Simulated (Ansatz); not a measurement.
Relaxation of BFH3N (6 atoms, charge 0, multiplicity 1), to a largest force component of 0.02 eV/Å in at most 40 steps.

Theory: RKS r2SCAN/def2-SVP (Ansatz 0.2.0).

```xyz
6
Properties=species:S:1:pos:R:3
B 0.000 0.000 0.000
H 0.000 0.000 1.190
F 1.143 0.000 -0.660
N -1.342 0.000 -0.775
H -2.011 -0.816 -0.676
H -1.591 0.816 -1.404
```

Question: Where does it end, and by what steps?

Answer: The forces met the threshold. After 6 steps the energy has fallen by 1.213 eV; H6 moved furthest, 0.59 Å.

| step | energy less start (eV) | largest force component (eV/Å) | accepted |
| --- | --- | --- | --- |
| 0 | 0.0000 | 3.260 | yes |
| 1 | -0.6275 | 1.669 | yes |
| 2 | -0.9639 | 1.417 | yes |
| 3 | -1.2067 | 0.238 | yes |
| 4 | -1.2125 | 0.178 | yes |
| 5 | -1.2132 | 0.049 | yes |
| 6 | -1.2132 | 0.004 | yes |

```xyz
6
Properties=species:S:1:pos:R:3
B -0.071 -0.016 -0.033
H 0.002 -0.451 1.092
F 1.034 0.466 -0.619
N -1.274 -0.003 -0.737
H -2.140 -0.353 -0.348
H -1.353 0.357 -1.681
```

Run time: 13 s on 1 thread of Arm Neoverse V2 (shared host), peak memory 0.13 GiB.
